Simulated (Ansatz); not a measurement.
We consider bcc Na, described by B3LYP (VWN-RPA form) in Ansatz (plane waves, PAW).

Settings: plane-wave cutoff 460 eV, 10×10×10 k mesh, Fermi–Dirac smearing 0.05 eV, scalar-relativistic PAW data made under PBE.

Pressure at four volumes; x = ln(V/37.128 Å³). One pressure is withheld.

```json
[
 {"V (Å³/atom)": "35.271", "x": "-0.0513", "P (GPa)": "?"},
 {"V (Å³/atom)": "36.558", "x": "-0.0155", "P (GPa)": "0.129"},
 {"V (Å³/atom)": "37.128", "x": "0.0000", "P (GPa)": "0.010"},
 {"V (Å³/atom)": "38.984", "x": "0.0488", "P (GPa)": "-0.323"}
]
```

Problem. Pass a parabola P(x) through the three rows shown, estimate the bulk modulus and its pressure derivative near zero pressure, and predict the withheld pressure.

Solution. Slopes between the rows: (0.010 − (0.129))/(0.0000 − (-0.0155)) = -7.68 and (-0.323 − (0.010))/(0.0488 − (0.0000)) = -6.82 GPa. Their difference over the span 0.0643 is c = 0.86/0.0643 = 13.4 GPa, so P(x) = 0.129 + (-7.68)(x − (-0.0155)) + 13.4 (x − (-0.0155))(x − (0.0000)). At the middle row B = −dP/dx = −[-7.68 + 13.4 × 0.0155] = 7.5 GPa, and B′ = dB/dP = 2c/B = 3.6. At x = -0.0513 the parabola gives 0.429 GPa; the run gives 0.433 GPa. The Birch–Murnaghan fit to the energies at all volumes has B0 = 7.45 GPa and B′ = 3.8.

Measured, for comparison: bulk modulus 7.9 GPa (0 K value with the zero-point phonon effect removed, our sources range from 7.63 to 7.91; as tabulated in Mejia-Rodriguez and Trickey (2018), arXiv:1807.09216). Computed (rounded) less measured: bulk modulus -6 % (-2 % to -6 % over the range).

Ansatz is a program for electronic structure.
